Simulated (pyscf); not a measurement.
Single points on ωB97X-D3(BJ)/def2-SVP structures (PySCF, gas phase).

Question: Estimate the classical barrier height and the reaction energy of H₂C=NH + methane (CH₄) -> H₂C=N–CH₃ + hydrogen (H₂) at ωB97M-D3(BJ)/def2-TZVP. The step runs on the singlet surface, breaks H–N, C–H and forms C–N, H–H; take the separated reactants as zero.

Answer: ΔE‡ = 474.1 kJ/mol, ΔE = +82.9 kJ/mol. Zero-point energy shifts the barrier by -6.0 kJ/mol. It is a four-centre exchange, with an imaginary mode of 1258i cm⁻¹. The same reactants have a lower exit, to H₃C–CH₂–NH₂ (barrier +327.6 kJ/mol at ωB97M-D3(BJ)/def2-TZVP, against +474.1 kJ/mol here). H₂C=N–CH₃ lies 38.0 kJ/mol over its isomer H₃C–CH=NH (electronic energy, ωB97M-D3(BJ)/def2-TZVP). One saddle was located; it need not be the lowest between these sides. A restricted solution here is unstable towards spin polarisation, so biradical character is likely and single-reference numbers are less safe.
